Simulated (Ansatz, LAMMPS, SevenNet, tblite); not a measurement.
How well does each level of theory give the bulk modulus B0 of rock-salt NaCl?

Reference value: 27.6 GPa (measured, 0 K value with the zero-point phonon effect removed; as tabulated in Mejia-Rodriguez and Trickey (2018), arXiv:1807.09216).

**Question.** What do ionic model catlow1977, GFN1-xTB, SevenNet-l3i5, LDA, PBE, r²SCAN, PBE0 give, and how far is each from the reference?

**Answer.** 
| level (code) | value (GPa) | cell (Å³/atom) | error (%) |
|---|---|---|---|
| ionic model catlow1977 (shell model, LAMMPS) | 29.7 | 21.44 | +7.6 |
| GFN1-xTB (tblite) | 21.1 | 19.98 | -24 |
| SevenNet-l3i5 (SevenNet) | 24.7 | 23.04 | -10.5 |
| LDA (Ansatz) | 32.1 | 20.39 | +16.3 |
| PBE (Ansatz) | 23.6 | 23.10 | -14.5 |
| r²SCAN (Ansatz) | 27.5 | 22.04 | -0.4 |
| PBE0 (Ansatz) | 25.1 | 22.53 | -9.1 |

Leaving aside ionic model catlow1977, which can be fitted to such values or carry a doubt: Of these levels r²SCAN (-0.4 %) comes nearest. GFN1-xTB (-24 %) misses by most. Within 10 %: r²SCAN, PBE0. Of the first-principles levels, DFT without exact exchange (r²SCAN) would do here.

GFN1-xTB: the method was fitted mainly to molecules. GFN1-xTB: the run uses a supercell at the zone centre in place of a k mesh. Each level is taken at its own relaxed cell. Cutoffs and k meshes differ between the levels. Ansatz's density-functional and Hartree–Fock values are scalar-relativistic unless marked +SOC, with PAW data made under PBE.

Empirical potentials (ionic model catlow1977) are fitted to chosen data, which need not cover the solid at hand: agreement can be built in, and what lay outside the fit can be far off. Machine-learned potentials (SevenNet-l3i5) are trained on DFT data, which may include these solids.

Differences are worked out from the printed values.

Ansatz is an electronic-structure program.
